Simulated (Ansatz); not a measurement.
This script for a single point in a Gaussian basis of C3H2F3, SMILES F[C]=CC(F)F with Ansatz's Python interface holds a mistake.

`c3h2f3_energy.py`
```python
"""Single point of C3H2F3 in a Gaussian basis."""

import ansatz as az
import numpy as np

geometry_ang = [
    ("F", (0.3964, 2.6045, 0.9401)),
    ("C", (0.3342, 1.4817, 0.2612)),
    ("C", (0.2934, 0.3573, -0.3939)),
    ("C", (-0.2742, -0.8707, 0.0802)),
    ("F", (0.5533, -1.9009, 0.1777)),
    ("F", (-1.2643, -1.2739, -0.8347)),
    ("H", (0.8683, 0.2884, -1.3262)),
    ("H", (-0.815, -0.7435, 1.0397)),
]
system = az.Crystal.molecule()
for symbol, xyz in geometry_ang:
    system = system.atom(symbol, xyz)

setup = (
    system.calculation()
    .basis(gaussian="def2-SVP")
    .functional("b3lyp")
    .spin("collinear", total=1)
    .stress()
    .forces()
)
trace = []
done = setup.session().plan().execute(on_event=trace.append)
summary = done.report
for event in trace:
    if event["event"] == "mean_field_evaluation" and event["data"]["evaluation"] <= 25:
        print("pass {evaluation:3d}  E = {energy_ev:.6f} eV  gradient {gradient_ev:.1e}".format(**event["data"]))

print("reference energy %16.6f eV" % summary["reference_energy_ev"])
print("total energy     %16.6f eV" % summary["free_energy_ev"])
print("occupied (up, down):", summary["n_occupied"], " virtual:", summary["n_virtual"], " frozen:", summary["n_frozen"])

symbols = [site.symbol for site in system.cartesian_sites]
print("forces (eV/A)")
for symbol, f in zip(symbols, summary["forces_ev_ang"]):
    print(f"  {symbol:2s} {f[0]:9.4f} {f[1]:9.4f} {f[2]:9.4f}")

charges = summary["charge_distribution"]
dipole = np.array(charges["dipole_moment_e_ang"]) * 4.803205
print("dipole (D): {:.3f} {:.3f} {:.3f}, length {:.3f}".format(*dipole, np.linalg.norm(dipole)))
print("atom  Mulliken   Lowdin")
for symbol, m, l in zip(symbols, charges["mulliken_charges_e"], charges["lowdin_charges_e"]):
    print(f"{symbol:4s} {m:9.3f} {l:8.3f}")
```

```console
$ python c3h2f3_energy.py
Traceback (most recent call last):
  File "c3h2f3_energy.py", line 29, in <module>
    done = setup.session().plan().execute(on_event=trace.append)
           ~~~~~~~~~~~~~^^
  ...
ansatz.RefusalError: invalid value for `basis.gaussian`: such a run doesn't read output.stress; remove what it names
$ echo $?
1
```
(Library frames cut from the traceback.)

Why does it end like this?

The fault: a molecule has no stress. The change:

```diff
--- before
+++ after
@@ -24,3 +24,2 @@
     .spin("collinear", total=1)
-    .stress()
     .forces()
```

After the fix:

```console
$ python c3h2f3_energy.py
pass   1  E = -11276.694576 eV  gradient 3.1e+01
pass   2  E = -11272.770359 eV  gradient 4.2e+01
pass   3  E = -11280.496332 eV  gradient 9.0e+00
pass   4  E = -11280.864322 eV  gradient 2.0e+00
pass   5  E = -11280.877147 eV  gradient 1.1e+00
pass   6  E = -11280.877210 eV  gradient 1.1e+00
pass   7  E = -11281.089562 eV  gradient 9.9e-01
pass   8  E = -11281.093880 eV  gradient 2.4e-01
pass   9  E = -11281.094362 eV  gradient 1.7e-01
pass  10  E = -11281.094592 eV  gradient 7.9e-02
pass  11  E = -11281.094697 eV  gradient 4.5e-02
pass  12  E = -11281.094704 eV  gradient 4.5e-02
pass  13  E = -11281.094746 eV  gradient 1.4e-02
pass  14  E = -11281.094749 eV  gradient 6.4e-03
pass  15  E = -11281.094749 eV  gradient 6.4e-03
pass  16  E = -11281.094749 eV  gradient 3.2e-03
pass  17  E = -11281.094749 eV  gradient 6.6e-04
pass  18  E = -11281.094749 eV  gradient 6.7e-04
pass  19  E = -11281.094749 eV  gradient 2.0e-04
pass  20  E = -11281.094749 eV  gradient 1.5e-04
pass  21  E = -11281.094749 eV  gradient 3.8e-05
pass  22  E = -11281.094749 eV  gradient 3.8e-05
pass  23  E = -11281.094750 eV  gradient 3.8e-05
reference energy    -11281.094914 eV
total energy        -11281.094914 eV
occupied (up, down): [24, 23]  virtual: [70, 71]  frozen: 0
forces (eV/A)
  F    -0.1682   -1.2639   -0.8427
  C     0.0147    1.7161    1.2692
  C     1.8104    1.5308   -0.7054
  C    -3.4997   -1.5011    0.4507
  F     1.1346   -0.4994   -0.0151
  F     0.5195    0.1859    0.3120
  H    -0.0568   -0.1776   -0.4683
  H     0.2455    0.0092   -0.0005
dipole (D): 0.621 1.650 0.812, length 1.942
atom  Mulliken   Lowdin
F       -0.097    0.185
C        0.143   -0.071
C       -0.121   -0.147
C        0.494   -0.072
F       -0.185    0.104
F       -0.270    0.003
H        0.046    0.029
H       -0.011   -0.030
```

Reading the output:
- Total energies depend on the basis set; only differences at equal settings carry meaning.
- The geometry is a force-field or estimated start, not a minimum of this method, and the basis set is short of its limit.
- The species is open-shell (spin multiplicity 2).
- The Löwdin charges here are taken after orthogonalising the functions within each atom; they differ from plain Löwdin charges, and their signs can be unphysical.
- b3lyp holds the VWN-RPA fit, as in Gaussian; the form of ORCA and Turbomole is b3lyp5.
- Early passes use coarser integrals and grids, so their energies can't be compared with the last.
- It ran for 5.4 s on 1 thread of Arm Neoverse V2, on a shared host, peak memory 0.31 GiB.

(Lines on the test bed's own set-up are left out of the output.)
